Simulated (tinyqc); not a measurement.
UHF in the sto-3g basis, for LiH, spin multiplicity 3, step by step (part 3 of 3). This run ends on a higher stationary point, not on the lowest solution. Computed by tinyqc, a small Python program that keeps every step (integrals from PySCF). Command: `OMP_NUM_THREADS=1 python tinyqc.py 23609 23610 out.jsonl` (the two numbers bound the seeds that draw the settings). One thread of a shared host (Intel(R) Xeon(R) Processor @ 2.60GHz), about 0.1 s of CPU time with the checks.

Geometry (angstrom):
```
atom         x         y         z
Li    0.000000  0.000000  0.000000
H     0.000000  0.000000  1.818000
```

## Convergence

Stop when the energy changes by less than 1e-08 hartree and every element of the error matrix X^T (F D S - S D F) X (for each spin) is below 3e-05.

Course of the cycle:
```
iteration  E (hartree)     change  largest element of the error matrix
1          -7.67427776          -                             1.01e-01
2          -7.71346746  -3.92e-02                             4.37e-02
3          -7.71793356  -4.47e-03                             1.09e-02
4          -7.71820782  -2.74e-04                             2.64e-04
5          -7.71820828  -4.60e-07                             4.10e-05
6          -7.71820829  -7.30e-09                             1.83e-06
```

PySCF UHF in the same basis, after a stability check = -7.77352255 hartree

Converged in 6 iterations. But the solution lies 0.05531 hartree above the reference: it is another stationary point, not the lowest one. Reruns (cap 100 unless said): DIIS 8: converged in 6 to a higher stationary point; damping 0.5: converged in 26 to a higher stationary point; level shift 0.5: converged in 19 to a higher stationary point; atomic densities as start, DIIS 8: converged in 8.

## Populations, bond orders and dipole

D(alpha) after iteration 6, order 1Li 1s, 1Li 2s, 1Li 2px, 1Li 2py, 1Li 2pz, 2H 1s:
$$\begin{pmatrix}
0.988102 & 0.023439 & 0.000000 & 0.000000 & -0.014405 & -0.082584 \\
0.023439 & 0.034107 & 0.000000 & 0.000000 & 0.031311 & 0.151016 \\
0.000000 & 0.000000 & 0.283063 & -0.450487 & 0.000000 & 0.000000 \\
0.000000 & 0.000000 & -0.450487 & 0.716937 & 0.000000 & 0.000000 \\
-0.014405 & 0.031311 & 0.000000 & 0.000000 & 0.030073 & 0.145527 \\
-0.082584 & 0.151016 & 0.000000 & 0.000000 & 0.145527 & 0.704394
\end{pmatrix}$$

D(beta) after iteration 6, order 1Li 1s, 1Li 2s, 1Li 2px, 1Li 2py, 1Li 2pz, 2H 1s:
$$\begin{pmatrix}
0.982953 & 0.033624 & 0.000000 & 0.000000 & 0.001594 & -0.003072 \\
0.033624 & 0.001150 & 0.000000 & 0.000000 & 0.000055 & -0.000105 \\
0.000000 & 0.000000 & 0.000000 & 0.000000 & 0.000000 & 0.000000 \\
0.000000 & 0.000000 & 0.000000 & 0.000000 & 0.000000 & 0.000000 \\
0.001594 & 0.000055 & 0.000000 & 0.000000 & 0.000003 & -0.000005 \\
-0.003072 & -0.000105 & 0.000000 & 0.000000 & -0.000005 & 0.000010
\end{pmatrix}$$

overlap S, order 1Li 1s, 1Li 2s, 1Li 2px, 1Li 2py, 1Li 2pz, 2H 1s:
$$\begin{pmatrix}
1.000000 & 0.241137 & 0.000000 & 0.000000 & 0.000000 & 0.041528 \\
0.241137 & 1.000000 & 0.000000 & 0.000000 & 0.000000 & 0.341501 \\
0.000000 & 0.000000 & 1.000000 & 0.000000 & 0.000000 & 0.000000 \\
0.000000 & 0.000000 & 0.000000 & 1.000000 & 0.000000 & 0.000000 \\
0.000000 & 0.000000 & 0.000000 & 0.000000 & 1.000000 & 0.466360 \\
0.041528 & 0.341501 & 0.000000 & 0.000000 & 0.466360 & 1.000000
\end{pmatrix}$$

Mulliken: Z minus the diagonal of D S on the atom; Loewdin: the same with S^(1/2) D S^(1/2); Mayer order: 2 sum_s sum (D(s) S)_ij (D(s) S)_ji over the two atoms.

Charges (e):
```
atom   Mulliken    Loewdin  Mulliken spin
1Li   -0.179752  -0.236694       1.179439
2H     0.179752   0.236694       0.820561
```

Mayer bond orders:
```
pair     order
2-1   0.294370
```

dipole moment about the origin, x y z (debye): [0.000000, 0.000000, 0.557378]

<S^2> of the determinant (pure state: 2) = 2.000035
